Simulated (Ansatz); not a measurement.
Two members of one family (Series SiH2MeX), computed with Ansatz in the gas phase. The two geometries come from different levels. Binding counts from free atoms in the multiplicity of their measured ground term, without zero-point energy. The structures are stationary points that may keep the symmetry of their start.

First: SiH2MeF (singlet, charge 0, PBE-D4/def2-TZVP geometry).

```tsv
atom	x (Å)	y (Å)	z (Å)
Si1	-0.711	0.504	0.066
H2	-1.533	0.167	1.269
H3	-1.566	0.443	-1.160
C4	0.776	-0.611	-0.079
H5	0.456	-1.662	-0.158
H6	1.425	-0.516	0.803
H7	1.368	-0.366	-0.974
F8	-0.215	2.040	0.233
```

```csv
level,HOMO (eV),LUMO (eV),gap (eV),binding per atom (eV)
PBE-D4/def2-TZVP,-7.83,-0.44,7.38,3.72
r2SCAN-D4/def2-TZVP,-8.17,0.04,8.21,3.72
B3LYP-D4/6-31G,-8.94,0.62,9.56,3.45
HSE06-D4/def2-TZVP,-8.83,0.07,8.90,3.69
ωB97M-V/def2-TZVP,-11.51,2.12,13.63,3.72
```

Second: SiH2MeCl (singlet, charge 0, r2SCAN-D4/def2-TZVP geometry).

```
atom    x (Å)    y (Å)    z (Å)
 Si1   0.5964  -0.5884   0.1643
  H2   0.0748  -1.9762   0.1983
  H3   1.3745  -0.3251   1.3986
  C4  -0.7734   0.6468  -0.0525
  H5  -1.4777   0.5774   0.7809
  H6  -1.3207   0.4628  -0.9795
  H7  -0.3802   1.6655  -0.0837
 Cl8   1.9062  -0.4628  -1.4265
```

What does the change do? Estimate second minus first.


```
              level  Δ HOMO (eV)  Δ LUMO (eV)  Δ gap (eV)  Δ binding per atom (eV)
   PBE-D4/def2-TZVP         0.44         0.00       -0.43                    -0.23
r2SCAN-D4/def2-TZVP         0.43        -0.03       -0.46                    -0.22
     B3LYP-D4/6-31G         0.57        -0.49       -1.06                    -0.21
 HSE06-D4/def2-TZVP         0.49         0.01       -0.47                    -0.20
  ωB97M-V/def2-TZVP         0.51         0.05       -0.46                    -0.22
```
